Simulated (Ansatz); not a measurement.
This geometry of C2H2FNO2 (8 atoms, charge 0, multiplicity 1) is a first-order saddle point.

Level of theory: RKS r2SCAN-D4/def2-SVP (Ansatz 0.2.0).

```xyz
8
Properties=species:S:1:pos:R:3
O 1.308 -0.543 -0.212
C -0.013 -0.209 -0.030
O -0.691 -1.118 0.725
N -0.740 0.348 -1.281
C -0.557 1.078 -0.281
F -0.847 2.309 0.084
H 1.864 0.043 0.318
H -0.231 -1.965 0.620
```

**Question.** Which two structures does it join? (They come from a converged band through this point; their orientation in space is the band's.)

**Answer.** No bond is made or broken. The dihedral H7–O1–C2–C5 goes from -35 to 117°.

Image 0:

```xyz
8
Properties=species:S:1:pos:R:3
O 1.304 -0.506 0.293
C -0.020 -0.208 0.099
O -0.803 -1.171 0.634
N -0.412 0.416 -1.270
C -0.545 1.079 -0.210
F -0.970 2.288 0.094
H 1.833 0.041 -0.304
H -0.294 -1.997 0.608
```

Image 8:

```xyz
8
Properties=species:S:1:pos:R:3
O 1.381 -0.291 -0.314
C 0.047 -0.111 -0.038
O -0.480 -1.055 0.801
N -0.762 0.349 -1.245
C -0.634 1.118 -0.261
F -1.014 2.331 0.058
H 1.828 -0.474 0.525
H -0.274 -1.924 0.417
```

**Question.** How far does it lie above each of them?

**Answer.** 0.135 eV above the first and 0.052 eV above the second. This is the barrier of this one path; another mechanism may lie lower.

The run took 7.6 min on 2 threads of Arm Neoverse N1 (shared host), peak memory 0.19 GiB.
